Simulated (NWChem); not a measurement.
The numbers come from NWChem runs, not from measurements. System: NO (-1), charge -1, spin multiplicity 3, at a geometry optimised with UPBE0/def2-SVP. The structure started from a generated list of species. Its SCF solution wasn't tested for a lower state. Level: UHF/def2-TZVPD.

NWChem printed:

```
             Northwest Computational Chemistry Package (NWChem) 7.3.0
             --------------------------------------------------------

                                NWChem Input Module
                                -------------------

 Scaling coordinates for geometry "geometry" by  1.889725989
 (inverse scale =  0.529177249)

 Turning off AUTOSYM since
 SYMMETRY directive was detected!

                             Geometry "geometry" -> ""
                             -------------------------

 Output coordinates in angstroms (scale by  1.889725989 to convert to a.u.)

  No.       Tag          Charge          X              Y              Z
 ---- ---------------- ---------- -------------- -------------- --------------
    1 N                    7.0000     0.00000000     0.00000000     0.66903000
    2 O                    8.0000     0.00000000     0.00000000    -0.58540100

 Effective nuclear repulsion energy (a.u.)      23.6234005250

            Nuclear Dipole moment (a.u.)
            ----------------------------
        X                 Y               Z
 ---------------- ---------------- ----------------
     0.0000000000     0.0000000000     0.0000037795

      Symmetry information
      --------------------

 Group name             C2v
 Group number             16
 Group order               4
 No. of unique centers     2

      Symmetry unique atoms

     1    2


 Summary of "ao basis" -> "" (spherical)
 ------------------------------------------------------------------------------
       Tag                 Description            Shells   Functions and Types
 ---------------- ------------------------------  ------  ---------------------
 *                         def2-tzvpd                 on all atoms

 Summary of "ao basis" -> "ao basis" (spherical)
 ------------------------------------------------------------------------------
       Tag                 Description            Shells   Functions and Types
 ---------------- ------------------------------  ------  ---------------------
 N                         def2-tzvpd               13       37   6s3p3d1f
 O                         def2-tzvpd               14       40   6s4p3d1f

                                 NWChem SCF Module
                                 -----------------

  ao basis        = "ao basis"
  functions       =    77
  atoms           =     2
  alpha electrons =     9
  beta  electrons =     7
  charge          =  -1.00
[...]
    11      0.153889  1 N  py

 Vector    8  Occ=0.000000D+00  E= 2.713867D-01  Symmetry=a1
              MO Center= -3.3D-19, -2.6D-19, -2.8D+00, r^2= 5.4D+00
   Bfn.  Coefficient  Atom+Function         Bfn.  Coefficient  Atom+Function
  ----- ------------  ---------------      ----- ------------  ---------------
     6      4.496924  1 N  s                 43     -3.945431  2 O  s
    55     -2.863355  2 O  pz                15     -0.692165  1 N  pz
     5      0.611724  1 N  s                 52     -0.552030  2 O  pz
    68     -0.426893  2 O  d  0               4      0.414163  1 N  s
    42     -0.413932  2 O  s

 Vector    9  Occ=0.000000D+00  E= 3.110499D-01  Symmetry=b1
              MO Center=  9.5D-17, -1.6D-16, -5.8D-01, r^2= 9.3D+00
   Bfn.  Coefficient  Atom+Function         Bfn.  Coefficient  Atom+Function
  ----- ------------  ---------------      ----- ------------  ---------------
    53      1.429560  2 O  px                13     -0.916401  1 N  px
    29     -0.413571  1 N  d  1              69     -0.392897  2 O  d  1

 Vector   10  Occ=0.000000D+00  E= 3.110499D-01  Symmetry=b2
              MO Center= -4.9D-29,  1.4D-17, -5.8D-01, r^2= 9.3D+00
   Bfn.  Coefficient  Atom+Function         Bfn.  Coefficient  Atom+Function
  ----- ------------  ---------------      ----- ------------  ---------------
    54      1.429560  2 O  py                14     -0.916401  1 N  py
    27      0.413571  1 N  d -1              67      0.392897  2 O  d -1

 center of mass
 --------------
 x =   0.00000000 y =   0.00000000 z =   0.00031734

 moments of inertia (a.u.)
 ------------------
          41.956985404500           0.000000000000           0.000000000000
           0.000000000000          41.956985404500           0.000000000000
           0.000000000000           0.000000000000           0.000000000000

  Mulliken analysis of the total density
  --------------------------------------

    Atom       Charge   Shell Charges
 -----------   ------   -------------------------------------------------------
    1 N    7     7.37   0.82  1.16  0.58  0.88  0.37  0.16  1.33  1.40  0.56  0.01  0.05  0.03  0.01
    2 O    8     8.63   0.79  1.18  0.58  0.95  0.36 -0.01  1.81  1.94  0.86  0.09  0.00  0.03  0.03  0.00

  Mulliken analysis of the alpha density
  --------------------------------------

    Atom       Charge   Shell Charges
 -----------   ------   -------------------------------------------------------
    1 N    7     4.50   0.41  0.58  0.32  0.47  0.17  0.05  1.00  1.02  0.42  0.01  0.02  0.03  0.00
    2 O    8     4.50   0.40  0.59  0.30  0.49  0.17 -0.01  1.07  1.08  0.37  0.01  0.00  0.02  0.02  0.00

   Mulliken analysis of the beta density
   -------------------------------------

    Atom       Charge   Shell Charges
 -----------   ------   -------------------------------------------------------
    1 N    7     2.87   0.41  0.58  0.26  0.41  0.19  0.11  0.33  0.38  0.15  0.01  0.03 -0.00  0.00
    2 O    8     4.13   0.40  0.59  0.27  0.47  0.20 -0.00  0.74  0.86  0.49  0.08  0.00  0.02  0.01  0.00

   Mulliken analysis of the spin density
   -------------------------------------

    Atom       Charge   Shell Charges
 -----------   ------   -------------------------------------------------------
    1 N    7     1.63   0.00 -0.00  0.06  0.05 -0.02 -0.06  0.67  0.64  0.27 -0.00 -0.00  0.03 -0.00
    2 O    8     0.37   0.00 -0.00  0.03  0.02 -0.03 -0.01  0.33  0.22 -0.12 -0.07  0.00  0.00  0.01  0.00

       Multipole analysis of the density wrt the origin
       ------------------------------------------------

     L   x y z        total         alpha         beta         nuclear
     -   - - -        -----         -----         ----         -------
     0   0 0 0     -1.000000     -9.000000     -7.000000     15.000000

     1   1 0 0      0.000000      0.000000      0.000000      0.000000
     1   0 1 0      0.000000      0.000000     -0.000000      0.000000
     1   0 0 1     -0.072890     -0.776072      0.703179      0.000004

     2   2 0 0    -10.089157     -5.642562     -4.446595      0.000000
     2   1 1 0      0.000000      0.000000      0.000000      0.000000
     2   1 0 1      0.000000      0.000000     -0.000000      0.000000
     2   0 2 0    -10.089157     -5.642562     -4.446595      0.000000
     2   0 1 1      0.000000      0.000000      0.000000      0.000000
     2   0 0 2    -12.793036    -19.085937    -14.686254     20.979155

 Task  times  cpu:        0.7s     wall:        0.7s

 Total times  cpu:        0.7s     wall:        0.7s
```

Write an NWChem input that would produce this output.

Several could match; the one computed here: 
```
start mol
memory heap 200 mb stack 900 mb global 1100 mb
charge -1
geometry units angstroms nocenter noautoz
  N      0.000000     0.000000     0.669030
  O      0.000000     0.000000    -0.585401
  symmetry group C2v
end
basis spherical
  * library def2-tzvpd
end
scf
  uhf
  nopen 2
  maxiter 100
  thresh 1e-7
  semidirect memsize 60000000 filesize 0
  # guess.movecs holds the orbitals of an unrestricted PBE0 run
  vectors input guess.movecs output mol.movecs
end
task scf energy
```
